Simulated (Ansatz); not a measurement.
in.yaml

```yaml
crystal:
  periodic: [false, false, false]
  atoms:
    - {symbol: Al, position_ang: [0.000000, 0.000000, 1.282528]}
    - {symbol: O, position_ang: [0.000000, 0.000000, -0.216123]}
    - {symbol: H, position_ang: [0.000000, 0.000000, -1.066405]}
basis:
  gaussian: {orbitals: 6-31G}
correlation: {method: fci, electrons: outside_noble_gas}
```

```sh
$ ansatz run in.yaml --threads 1 --pin off --events-out ev --progress --plain --max-ram 2393MiB
```

Output:

```
441 factors; integrals over basis functions are off by at most 1.0e-7 eV
mean field evaluation 1: about -8632.0546 eV, gradient 3.8e1 eV
mean field evaluation 2: about -8632.0651 eV, gradient 3.8e1 eV
mean field evaluation 4: about -8634.7637 eV, gradient 1.4e0 eV
mean field evaluation 8: about -8634.7760 eV, gradient 8.7e-4 eV
mean field -8634.77597691 eV, -317.3221642900 hartree, gradient 8.1e-6 eV, S^2 0.000000; 0 other end points of the search recorded, 0 dependent functions left out
6 core orbitals not correlated: weight in the atoms' cores, before any rotation towards them, 1.000 or more for the frozen orbitals, at most 0.000 for the correlated occupied ones
reference -8634.77597691 eV, -317.3221642900 hartree; 5, 5 occupied and 13, 13 virtual orbitals, 441 factors
state -8639.10015292 eV, -317.4810748273 hartree
Total energy: -8639.10015292 eV, -317.4810748273 hartree
```

Natural occupations: 1.9882 1.9772 1.9724 1.9724 1.9104 0.0480 0.0480 0.0208 0.0188 0.0138 0.0138 0.0077 0.0039 0.0025 0.0006 0.0006 0.0005 0.0003.

Ran on 1 thread of AMD EPYC 7R43, shared host: 2.4 min wall, 1.2 GiB peak host memory.
